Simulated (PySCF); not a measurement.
Compound: C₄H₉N.
SMILES: `C=CN(C)C`

Torsions of this conformer, `[CH2:1]=[CH:2][N:3]([CH3:4])[CH3:5]`: C1–C2–N3–C4 156°.

The closed-shell ground state was solved at several levels (PySCF, density fitting, gas phase, non-relativistic). Isolated species at its PBE0-D3(BJ)/def2-SVP geometry, gas phase.

```
              level  basis functions  total energy (Eh)  HOMO (eV)  LUMO (eV)  gap (eV)  dipole (D)
      PBE0/pcSseg-1              130          -212.2743      -5.54       1.14      6.68        1.70
        B3LYP/pcJ-1              225          -212.5805      -5.34       0.88      6.22        1.66
CAM-B3LYP/def2-SVPD              172          -212.2975      -6.89       1.29      8.18        1.63
```

**Question.** What might PBE/pcSseg-2 (306 basis functions) give for the same quantities?

**Answer.** Total energy -212.3568 Eh, HOMO -4.54 eV, LUMO -0.20 eV, gap 4.34 eV, dipole 1.73 D.

**Question.** Over all these levels, which gives the widest orbital gap and which the narrowest?

**Answer.** CAM-B3LYP/def2-SVPD (range-separated hybrid) has the widest, 8.18 eV, and PBE/pcSseg-2 (GGA) the narrowest, 4.34 eV. Functional and basis both differ between the two, so the spread mixes both effects.

**Question.** How far do the dipole and the HOMO energy spread over the levels?

**Answer.** The dipole runs from 1.63 to 1.73 D (mean 1.68 D) and the HOMO from -6.89 to -4.54 eV.
